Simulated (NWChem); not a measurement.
# silicon monoxide (SiO, singlet); SMILES O=[Si]

Program: NWChem. Pople sets run with spherical d functions. Low-valent species are run as closed-shell singlets; no triplet was tried in these runs. Each level has its own optimisation. Computed dipoles belong to the equilibrium geometry; the measured one is vibrationally averaged.

Measured dipole moment: 3.10 D (NIST CCCBDB, as tabulated in the package chemicals).

Q: Which of these levels lies farthest from the measured value, and how do the others fare: BLYP/def2-SVP; LDA (Slater exchange, VWN5)/def2-SVP; Hartree-Fock/3-21G; Hartree-Fock/STO-3G; B3LYP/6-31G*; Hartree-Fock/6-31G*; PBE0/def2-SVP; PBE/def2-SVP?

A: Hartree-Fock/STO-3G.
```tsv
level	dipole moment (D)	computed − measured
Hartree-Fock/STO-3G	1.82	-1.28
Hartree-Fock/3-21G	2.97	-0.13
Hartree-Fock/6-31G*	3.26	+0.16
B3LYP/6-31G*	2.64	-0.46
LDA (Slater exchange, VWN5)/def2-SVP	2.43	-0.67
PBE/def2-SVP	2.41	-0.69
BLYP/def2-SVP	2.44	-0.66
PBE0/def2-SVP	2.70	-0.40
```
